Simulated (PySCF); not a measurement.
# Where the electron goes

Compound: AlH2(SiH3).
Structure used (PBE0-D3(BJ)/def2-SVP), in Å, numbered top down from 1:
```xyz
7
AlH5Si angstrom
Al     0.7001    1.2216    0.0115
H      2.2926    1.2404    0.0435
H     -0.0829    2.6078   -0.0376
Si    -0.5237   -0.9113    0.0092
H     -1.8736   -0.7867    0.6479
H      0.2282   -1.9915    0.7257
H     -0.7406   -1.3804   -1.4002
```

Computed, not measured: TDDFT CAM-B3LYP/def2-SVPD, vertical, gas phase, core orbitals frozen in the response in PySCF 2.14.0, density-fitted response routines.

Kohn–Sham orbitals with the atoms that hold most of them (Löwdin shares over 4%, at most four atoms; ? is withheld):

| orbital | ε (eV) | atoms |
| --- | --- | --- |
| LUMO+2 | 1.11 | Al1 38%, Si4 25%, H3 11%, H2 11% |
| LUMO+1 | 0.82 | Al1 58%, Si4 23%, H7 5%, H6 4% |
| LUMO | -1.12 | Al1 62%, Si4 18%, H3 8%, H2 8% |
| HOMO | ? | ? |
| HOMO-1 | -9.97 | ? |
| HOMO-2 | -11.10 | Si4 44%, H7 33%, H5 10%, H6 10% |
| HOMO-3 | -11.13 | Si4 42%, H6 24%, H5 24%, Al1 5% |

Problem. Give the leading atoms of the HOMO-1.

Solution. Al1 (bonded to Si and 2 H) 39%; H3 (bonded to Al) 27%; H2 (bonded to Al) 27%; Si4 (bonded to Al and 3 H) 4%. By element: hydrogen 54% or more, aluminium 39%, silicon 4%.

Problem. Which atoms hold the HOMO, and with what shares?

Solution. Si4 (bonded to Al and 3 H) 39%; Al1 (bonded to Si and 2 H) 31%; H2 (bonded to Al) 7%; H3 (bonded to Al) 7%. By element: silicon 39%, aluminium 31%, hydrogen 15% or more.

Problem. What is the HOMO energy, and the HOMO–LUMO gap?

Solution. ε(HOMO) = -8.88 eV; the gap is 7.76 eV (0.2851 hartree).

Problem. The HOMO–LUMO gap is 7.76 eV. Where does the response calculation put the lowest singlet, and from which orbitals?

Solution. S1 is at 4.24 eV (f = 0.0032), 3.52 eV below the gap, made of HOMO→LUMO (99%). Without the coupling terms of the response equations the lowest excitation would equal the gap.

Problem. Give energy, strength and leading configuration of S1, S2 and S4, and follow the Löwdin shares of the leading atoms from the occupied to the empty orbital.

Solution. 
- S1 (4.24 eV, f 0.0032), HOMO→LUMO (99%): Si4 39% → 18%, Al1 31% → 62%
- S2 (5.12 eV, f 0.0000), HOMO-1→LUMO (98%): Al1 39% → 62%, H3 27% → 8%, Si4 4% → 18%
- S4 (6.90 eV, f 0.141), HOMO→LUMO+1 (74%): Si4 39% → 23%, Al1 31% → 58%

Time: 4.1 s of wall time. Hardware: one thread of an Arm Neoverse V1, shared host.
